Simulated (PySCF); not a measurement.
# One shape, several levels: C3H7P (SMILES [H]/P=C\CC)

Aim: a comparison of 3 runs (PBE/pc-0, PBE/pc-1, PBE/aug-pc-1) of C3H7P. 

The calculation is run with PySCF 2.14.0.

**1. The structure to begin with**

C3H7P: 11 atoms, total charge 0, spin state singlet. SMILES: `[H]/P=C\CC`. Geometry: relaxed at GFN2-xTB. This is one conformer, not always the lowest.

Bond lengths: C1–C2 1.523 Å, C2–C3 1.497 Å, C3–P4 1.671 Å, C1–H5 1.088 Å, C1–H6 1.088 Å, C1–H7 1.088 Å, C2–H8 1.095 Å, C2–H9 1.095 Å, C3–H10 1.083 Å, P4–H11 1.408 Å. Some angles: C1–C2–C3 112.4°, C2–C3–P4 127.2°, C1–C2–H8 109.5°, C1–C2–H9 109.6°, C3–C2–H8 109.3°, C3–C2–H9 109.3°, C2–C1–H5 110.4°, C2–C1–H6 110.5°, C2–C1–H7 110.5°, C2–C3–H10 115.8°.

**2. The energy at PBE/pc-0 (run 1)**

job.py

```python
from pyscf import gto, dft

mol = gto.Mole()
mol.atom = '''
C       -0.490690       1.392750      -0.103130
C       -0.340210      -0.113330      -0.271930
C        0.831770      -0.657080       0.483620
P        1.332390      -2.249440       0.564400
H       -1.349180       1.754040      -0.664660
H        0.397000       1.907710      -0.464470
H       -0.634060       1.646870       0.944980
H       -0.229320      -0.353450      -1.334950
H       -1.253900      -0.613530       0.066810
H        1.414580       0.068650       1.036970
H        0.321620      -2.783200      -0.257630
'''
mol.basis = 'pc-0'
mol.max_memory = 1860
mol.spin = 0
mol.charge = 0
mol.verbose = 3
mol.build()

myscf = dft.RKS(mol, xc='pbe')
myscf.conv_tol = 1e-10
myscf.grids.level = 4
myscf.kernel()
if not myscf.converged:
    myscf = myscf.newton().run(myscf.mo_coeff, myscf.mo_occ)

e_tot = myscf.e_tot
print(f'total energy: {e_tot:.8f} hartree')
```

Started as:

```console
$ OMP_NUM_THREADS=1 python job.py
```

What it wrote:

```text
converged SCF energy = -459.056337662879
total energy: -459.05633766 hartree
```

It took 26 s on 1 thread of Intel Xeon at 2.50GHz (Skylake/Cascade Lake), shared host; peak memory 0.31 GiB.

**3. The energy at PBE/pc-1 (run 2)**

mol.xyz

```xyz
11

C     -0.490690     1.392750    -0.103130
C     -0.340210    -0.113330    -0.271930
C      0.831770    -0.657080     0.483620
P      1.332390    -2.249440     0.564400
H     -1.349180     1.754040    -0.664660
H      0.397000     1.907710    -0.464470
H     -0.634060     1.646870     0.944980
H     -0.229320    -0.353450    -1.334950
H     -1.253900    -0.613530     0.066810
H      1.414580     0.068650     1.036970
H      0.321620    -2.783200    -0.257630
```

job.py

```python
# CCC=P
from pyscf import gto, dft

molecule = gto.Mole()
molecule.atom = 'mol.xyz'
molecule.verbose = 3
molecule.basis = 'pc-1'
molecule.max_memory = 1860
molecule.spin = 0
molecule.charge = 0
molecule.build()

mf = dft.RKS(molecule)
mf.xc = 'pbe'
mf.conv_tol = 1e-10
mf.grids.level = 4
mf.kernel()
if not mf.converged:
    mf = mf.newton().run(mf.mo_coeff, mf.mo_occ)

e_final = mf.e_tot
print(f'total energy: {e_final:.8f} hartree')
```

Started as:

```console
$ OMP_NUM_THREADS=1 python job.py
```

What it wrote:

```text
converged SCF energy = -459.498663359031
total energy: -459.49866336 hartree
```

Run time: 37 s. Hardware: 1 thread of Intel Xeon at 2.50GHz (Skylake/Cascade Lake), shared host; peak memory 0.47 GiB.

**4. A single-point energy at PBE/aug-pc-1 (run 3)**

calc.py

```python
# CCC=P
from pyscf import gto, dft

mol = gto.Mole()
mol.atom = '''
C     -0.927270     2.631916    -0.194887
C     -0.642904    -0.214163    -0.513873
C      1.571817    -1.241701     0.913909
P      2.517852    -4.250826     1.066561
H     -2.549581     3.314655    -1.256025
H      0.750221     3.605049    -0.877721
H     -1.198200     3.112133     1.785753
H     -0.433352    -0.667924    -2.522690
H     -2.369528    -1.159404     0.126253
H      2.673169     0.129730     1.959589
H      0.607774    -5.259486    -0.486850
'''
mol.charge = 0
mol.unit = 'bohr'
mol.basis = 'aug-pc-1'
mol.max_memory = 1860
mol.verbose = 3
mol.build()

mf = dft.RKS(mol, xc='pbe')
mf.conv_tol = 1e-10
mf.grids.level = 4
mf.kernel()
if not mf.converged:
    mf = mf.newton().run(mf.mo_coeff, mf.mo_occ)

e_final = mf.e_tot
print('Final energy', e_final)
```

Started as:

```console
$ OMP_NUM_THREADS=1 python calc.py
```

What it wrote:

```text
converged SCF energy = -459.505948376337
Final energy -459.5059483763374
```

Wall time 74 s (1 thread of Intel Xeon at 2.50GHz (Skylake/Cascade Lake), shared host); peak memory 1.2 GiB.

**5. Overview of the runs**

```csv
run,level,energy (Eh),dipole moment (D),HOMO energy (eV),LUMO energy (eV),wall time
1,PBE/pc-0,-459.056338,1.78,-6.13,-2.23,26 s
2,PBE/pc-1,-459.498663,1.66,-6.18,-2.40,37 s
3,PBE/aug-pc-1,-459.505948,1.74,-6.22,-2.51,74 s
```

**6. Outcome**

| quantity | value |
| --- | --- |
| run 3: total energy | -459.50595 Eh |
| run 3: dipole moment | 1.74 D |
| run 3: HOMO energy | -6.22 eV |
| run 3: LUMO energy | -2.51 eV |
| run 3: HOMO–LUMO gap | 3.71 eV |

What this shows: The dipole moment (its size) runs from 1.66 D (PBE/pc-1) to 1.78 D (PBE/pc-0). The HOMO–LUMO gap runs from 3.71 eV (PBE/aug-pc-1) to 3.90 eV (PBE/pc-0). All runs together took 2.3 min, the longest 74 s.
